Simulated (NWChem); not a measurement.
System: hydrogen isocyanide (CHN); SMILES [C-]#[NH+]

Excerpt of the output:

```
             Northwest Computational Chemistry Package (NWChem) 7.3.0
             --------------------------------------------------------

                             Geometry "geometry" -> ""
                             -------------------------

 Output coordinates in angstroms (scale by  1.889725989 to convert to a.u.)

  No.       Tag          Charge          X              Y              Z
 ---- ---------------- ---------- -------------- -------------- --------------
    1 C                    6.0000     0.00000000     0.00000000     0.75534200
    2 N                    7.0000     0.00000000     0.00000000    -0.42883000
    3 H                    1.0000     0.00000000     0.00000000    -1.44129800

 Effective nuclear repulsion energy (a.u.)      23.8728069416

                              NWChem Property Module
                              ----------------------

                                 NWChem DFT Module
                                 -----------------

 Summary of "ao basis" -> "ao basis" (spherical)
 ------------------------------------------------------------------------------
       Tag                 Description            Shells   Functions and Types
 ---------------- ------------------------------  ------  ---------------------
 C                         def2-tzvpd               13       37   6s3p3d1f
 N                         def2-tzvpd               13       37   6s3p3d1f
 H                         def2-tzvpd                5        9   3s2p

            General Information
            -------------------
          SCF calculation type: DFT
          Wavefunction type:  closed shell.
          No. of atoms     :     3
          No. of electrons :    14
           Alpha electrons :     7
            Beta electrons :     7
          Charge           :     0
          Spin multiplicity:     1
          Use of symmetry is: off; symmetry adaption is: off
          Maximum number of iterations: 150
          AO basis - number of functions:    83
                     number of shells:    31
          Convergence on energy requested:  1.00D-06
          Convergence on density requested:  1.00D-05
          Convergence on gradient requested:  5.00D-04

              XC Information
              --------------
                         B3LYP Method XC Potential
                     Hartree-Fock (Exact) Exchange  0.200
                        Slater Exchange Functional  0.800 local
                    Becke 1988 Exchange Functional  0.720 non-local
              Lee-Yang-Parr Correlation Functional  0.810
                  VWN I RPA Correlation Functional  0.190 local

             Grid Information
             ----------------
          Grid used for XC integration:  medium
          Radial quadrature: Mura-Knowles
          Angular quadrature: Lebedev.
          Tag              B.-S. Rad. Rad. Pts. Rad. Cut. Ang. Pts.
          ---              ---------- --------- --------- ---------
          C                   0.70       49           9.0       434
          N                   0.65       49           8.0       434
          H                   0.35       45          10.0       434
          Grid pruning is: on
          Number of quadrature shells:   143
          Spatial weights used:  Erf1

      Superposition of Atomic Density Guess
      -------------------------------------

 Sum of atomic energies:         -92.48269632

      Non-variational initial energy
      ------------------------------

 Total energy =     -93.089166
 1-e energy   =    -171.351552
 2-e energy   =      54.389579
 HOMO         =      -0.385956
 LUMO         =       0.036217

   convergence    iter        energy       DeltaE   RMS-Dens  Diis-err
 ---------------- ----- ----------------- --------- --------- ---------
 d= 0,ls=0.0,diis     1    -93.4194055410 -1.17D+02  5.57D-03  2.89D-01
 d= 0,ls=0.0,diis     2    -93.4309837825 -1.16D-02  2.83D-03  9.40D-02
 d= 0,ls=0.0,diis     3    -93.4239746604  7.01D-03  1.52D-03  1.59D-01
 d= 0,ls=0.0,diis     4    -93.4410191760 -1.70D-02  1.33D-04  3.13D-04
 d= 0,ls=0.0,diis     5    -93.4410496616 -3.05D-05  2.92D-05  1.51D-05
  Resetting Diis
 d= 0,ls=0.0,diis     6    -93.4410515049 -1.84D-06  6.42D-06  1.42D-06
 d= 0,ls=0.0,diis     7    -93.4410516782 -1.73D-07  1.84D-06  1.67D-08

         Total DFT energy =      -93.441051678204
      One electron energy =     -172.634204541266
           Coulomb energy =       67.902596531422
    Exchange-Corr. energy =      -12.582250610008
 Nuclear repulsion energy =       23.872806941647

 Numeric. integr. density =       14.000000098848

                       DFT Final Molecular Orbital Analysis
                       ------------------------------------

[...]

 DFT Linear Response polarizability / au
 Frequency  =       0.0773000 / au
 Wavelength =     589.4353558 / nm
              X              Y              Z
 -----------------------------------------------
 X      16.2904017     -0.0000000      0.0000000
 Y      -0.0000000     16.2904017     -0.0000000
 Z       0.0000000     -0.0000000     25.0697532
 -----------------------------------------------
 Eigenvalues =      16.2904017     16.2904017     25.0697532
 Isotropic   =      19.2168522
 Anisotropic =       8.7793516
 -----------------------------------------------

 Magnetic Dipole Response Matrix (nonzero elements):

 Exiting AOResponse driver routine
```

Level: B3LYP/def2-TZVPD. All runs use the structure optimised with PBE-D3(BJ)/def2-SVP.

Reconstruct the input file.

One answer among several that fit: the input that was run:
```
start job
memory heap 200 mb stack 900 mb global 1100 mb
geometry units angstroms noautosym nocenter noautoz
  C      0.000000     0.000000     0.755342
  N      0.000000     0.000000    -0.428830
  H      0.000000     0.000000    -1.441298
end
basis spherical
  C library def2-tzvpd
  N library def2-tzvpd
  H library def2-tzvpd
end
dft
  xc b3lyp
  iterations 150
end
property
  response 1 0.0773
end
task dft property
```
